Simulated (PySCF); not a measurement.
## Gas-phase thermal properties of Si2N

Energies from PySCF (xtb for GFN2), thermal terms from the rigid-rotor harmonic-oscillator model, ideal gas at 1 bar. The comparison is the NASA 1993 polynomial table, which mixes measured and estimated data. 6-31G* has spherical d functions here. Open shells (unrestricted): Si2N (multiplicity 2, electronic degeneracy 4). GFN2 has no spin-polarisation term. Spin-orbit splitting is ignored; it lowers the true energy and changes the entropy of Si2N. B3LYP is the form with VWN-RPA correlation. The harmonic model lacks anharmonicity and excited electronic states, which grow with temperature; levels with a mode under 35 cm⁻¹ are left out. The table's entry may be an old estimate for Si2N (not checked at source).

| level | point group | σ | ZPE (kJ/mol) | S°298 (J/mol/K) | Cp298 (J/mol/K) | S°1000 (J/mol/K) | H1000 − H298 (kJ/mol) |
|---|---|---|---|---|---|---|---|
| table | - | - | - | 256.5 | 49.9 | 324.5 | 40.2 |
| B3LYP/6-31G* | D∞h | 2 | 12.8 | 256.6 | 49.6 | 324.2 | 39.9 |
| GFN2-xTB | D∞h | 2 | 12.7 | 265.1 | 49.7 | 332.3 | 39.6 |
| PBE/def2-SVP | D∞h | 2 | 12.4 | 259.3 | 50.1 | 327.1 | 40.0 |
| PBE0/def2-TZVP | D∞h | 2 | 12.5 | 259.6 | 49.9 | 327.3 | 40.0 |
σ: rotational symmetry number. Electronic degeneracy used: 4. Frequencies are unscaled.
